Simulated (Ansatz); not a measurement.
Input file:

```yaml
crystal:
  periodic: [false, false, false]
  atoms:
    - {symbol: Al, position_ang: [0.000000, 0.000000, 0.317867]}
    - {symbol: Ga, position_ang: [0.000000, 0.000000, -2.025733]}
    - {symbol: H, position_ang: [0.000000, 0.000000, 1.707867]}
basis:
  gaussian: {orbitals: 6-31G}
magnetization: {spin_polarized: false, initial_magnetization: 3}
correlation: {method: ccsdt_q, electrons: outside_noble_gas}
```

```sh
$ ansatz run in.yaml --threads 1 --pin off --events-out ev --progress --plain --max-ram 2393MiB
```

Log:

```
721 factors; integrals over basis functions are off by at most 9.2e-8 eV
mean field evaluation 1: about -58920.1675 eV, gradient 6.2e0 eV
mean field evaluation 2: about -58920.2107 eV, gradient 6.3e0 eV
mean field evaluation 4: about -58920.9420 eV, gradient 1.7e0 eV
mean field evaluation 8: about -58921.0072 eV, gradient 4.3e-1 eV
mean field evaluation 16: about -58921.0233 eV, gradient 1.5e-6 eV
mean field evaluation 32: about -58920.1870 eV, gradient 3.1e0 eV
mean field evaluation 64: about -58918.0700 eV, gradient 1.3e-1 eV
mean field evaluation 96: about -58919.0389 eV, gradient 8.5e-2 eV
mean field evaluation 128: about -58918.0477 eV, gradient 2.8e-1 eV
mean field -58921.02330509 eV, -2165.3076683579 hartree, gradient 1.5e-6 eV, S^2 3.750000; 4 other end points of the search recorded, 0 dependent functions left out
mean field evaluation 160: about -58920.9721 eV, gradient 9.4e-1 eV
determinant -58921.02330509 eV, -2165.3076683579 hartree, with singles and doubles -58922.92507031 eV, -2165.3775569410 hartree
determinant -58919.03922151 eV, -2165.2347546314 hartree, with singles and doubles -58920.52575380 eV, -2165.2893836853 hartree
determinant -58918.07044211 eV, -2165.1991526450 hartree, with singles and doubles -58920.29042270 eV, -2165.2807354270 hartree
19 core orbitals not correlated: weight in the atoms' cores, before any rotation towards them, 0.998 or more for the frozen orbitals, at most 0.001 for the correlated occupied ones
reference -58921.02330509 eV, -2165.3076683579 hartree; 5, 2 occupied and 20, 23 virtual orbitals, 721 factors
second order -1.33457132 eV of doubles, -0.03903312 eV of singles
cycle   1  -1.70535426 eV  change   -3.3e-1 eV  update   6.9e-2
cycle   2  -1.93390744 eV  change   -2.3e-1 eV  update   3.7e-2
cycle   3  -1.96050545 eV  change   -2.7e-2 eV  update   1.6e-2
cycle   4  -1.97157428 eV  change   -1.1e-2 eV  update   7.7e-3
cycle   5  -1.97212790 eV  change   -5.5e-4 eV  update   3.0e-3
cycle   6  -1.97111139 eV  change    1.0e-3 eV  update   1.1e-3
cycle   7  -1.97131496 eV  change   -2.0e-4 eV  update   4.2e-4
cycle   8  -1.97152301 eV  change   -2.1e-4 eV  update   1.7e-4
cycle   9  -1.97152377 eV  change   -7.6e-7 eV  update   8.7e-5
cycle  10  -1.97147633 eV  change    4.7e-5 eV  update   3.7e-5
cycle  11  -1.97148411 eV  change   -7.8e-6 eV  update   1.6e-5
cycle  12  -1.97149181 eV  change   -7.7e-6 eV  update   6.7e-6
cycle  13  -1.97149727 eV  change   -5.5e-6 eV  update   2.6e-6
cycle  14  -1.97149737 eV  change   -9.9e-8 eV  update   1.2e-6
cycle  15  -1.97149641 eV  change    9.6e-7 eV  update   4.9e-7
cycle  16  -1.97149630 eV  change    1.1e-7 eV  update   1.8e-7
perturbative correction -0.00478064 eV, -0.0001756853 hartree
Total energy: -58922.99958203 eV, -2165.3802951961 hartree
```

For the same geometry and basis full CI lies 1.7 meV lower.

Ran on 1 thread of Intel Xeon, shared host: 19 s wall, 0.13 GiB peak host memory.
